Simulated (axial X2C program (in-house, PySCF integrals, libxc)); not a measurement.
**FBF: bond lengths and stretches, held linear**

An exercise on one series of results from a longer session: the logs are not shown, and one member is left open.

Computed with an in-house X2C program for linear molecules on PySCF integrals. Level: all-electron X2C, two-component (2c) or spin-free, F dyall-av3z, B dyall-v3z.

All values are calculated.

2 further runs of the same task are left out: 2 set aside as unsound or not needed.

Set-up of the first run:

task.json

```json
{
 "zs": [
  9,
  5,
  9
 ],
 "q": 0,
 "bas": [
  "dyall-av3z",
  "dyall-v3z",
  "dyall-av3z"
 ],
 "r0": [
  1.49,
  1.49
 ],
 "symm": 1,
 "scan": [
  "PBE0",
  "HF",
  "TPSSh"
 ],
 "levels": [
  "PBE0",
  "HF",
  "B3LYP"
 ],
 "nst": 2
}
```

Keys: zs atomic numbers; q charge; bas basis sets; r0 starting distance in Å; symm equal bonds; scan levels of the two-bond scan (MP2 follows by itself at each HF point); levels methods; nst determinants followed.

Run with:

```sh
python solin.py task.json out
```

Masses F 18.998, B 11.009, F 18.998 u.

Among the steps run: Scan at PBE0, 2c; Scan at HF, 2c; Scan at TPSSh, 2c.

One table of the session follows, with a row left open; its other results are not shown here.

```
           level  r(F–B) (Å)  r(B–F) (Å)  lower stretch (cm⁻¹)  upper stretch (cm⁻¹)
        PBE0, 2c           ?           ?                     ?                     ?
          HF, 2c       1.273       1.273                 759.2                1516.8
       TPSSh, 2c       1.322       1.322                 672.6                1263.4
         MP2, 2c       1.310       1.310                 718.1                1377.1
 PBE0, spin-free       1.307       1.307                 705.1                1339.9
   HF, spin-free       1.273       1.273                 758.9                1518.7
TPSSh, spin-free       1.322       1.322                 672.3                1264.2
  MP2, spin-free       1.310       1.310                 717.9                1378.1
```

Estimate the missing values for PBE0, 2c.

As computed: r(F–B) (Å): 1.307; r(B–F) (Å): 1.307; lower stretch (cm⁻¹): 705.3; upper stretch (cm⁻¹): 1338.9.

Scans not shown above were run alike.

The upper stretch spreads by more than a fifth over the levels, so it depends strongly on the method. MP2 freezes inner shells (threshold -2 hartree). The molecule was held linear; bending was not examined, so a bent shape may lie lower.
